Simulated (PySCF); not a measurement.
## PH3: calculation against experiment

**Measured values to compare with.**

From NIST CCCBDB Release 22 (SRD 101), experimental dipoles, for the gas: dipole moment (microwave Stark effect) 0.58 D.

The runs below try to reproduce these values; the comparison stands at the end.

Species: PH3.
Atom-mapped SMILES: `[PH3:1]` (hydrogens: H2, H3, H4 on P1)

Structure used (PBE0-D3(BJ)/def2-SVP), in Å, numbered top down from 1:
```xyz
4
PH3 angstrom
P     -0.0045    0.0039    0.5743
H     -0.4703    1.0984   -0.2175
H      1.1972   -0.1318   -0.1867
H     -0.7019   -0.9610   -0.2158
```

The PySCF runs (gas phase, on this PBE0-D3(BJ)/def2-SVP geometry; no spin–orbit coupling):

```csv
level,job,basis functions
B3LYP/pcSseg-1,shieldings,39
B97-2/pcSseg-1,shieldings,39
CAM-B3LYP/pcSseg-1,shieldings,39
PBE/pcSseg-1,shieldings,39
PBE0/6-31G,shieldings,19
PBE0/IGLO-III,shieldings,74
PBE0/aug-cc-pVDZ,shieldings,54
PBE0/cc-pVDZ,shieldings,33
PBE0/pcSseg-0,shieldings,19
PBE0/pcSseg-1,shieldings,39
WP04/pcSseg-1,shieldings,39
mPW1PW91/pcSseg-1,shieldings,39
```

All basis functions are spherical.

Results beside the measurements:

**Dipole moment.** Measured: 0.58 D (NIST CCCBDB Release 22 (SRD 101), experimental dipoles).

```
             level  computed (D)  computed − measured (D)  % (from the printed values)
    B3LYP/pcSseg-1          0.86                    +0.28                          +48
    B97-2/pcSseg-1          0.95                    +0.37                          +64
CAM-B3LYP/pcSseg-1          0.89                    +0.31                          +53
      PBE/pcSseg-1          0.98                    +0.40                          +69
        PBE0/6-31G          1.48                    +0.90                         +155
     PBE0/IGLO-III          0.61                    +0.03                           +5
  PBE0/aug-cc-pVDZ          0.68                    +0.10                          +17
      PBE0/cc-pVDZ          0.83                    +0.25                          +43
     PBE0/pcSseg-0          1.68                    +1.10                         +190
     PBE0/pcSseg-1          0.98                    +0.40                          +69
     WP04/pcSseg-1          0.73                    +0.15                          +26
 mPW1PW91/pcSseg-1          0.97                    +0.39                          +67
```

12 of the 26 levels run are shown, the closest and the furthest among them. Closest is PBE0/IGLO-III (+0.03 D), furthest PBE0/pcSseg-0 (+1.10 D); one molecule doesn't rank methods. All 26 levels lie above the measurement. The computed dipoles belong to one fixed geometry; measured ones are averaged over vibrations unless marked μe. Magnitudes are compared, not signs.

The geometry is computed, not the measured one. Where a level misses, the cause wasn't examined.
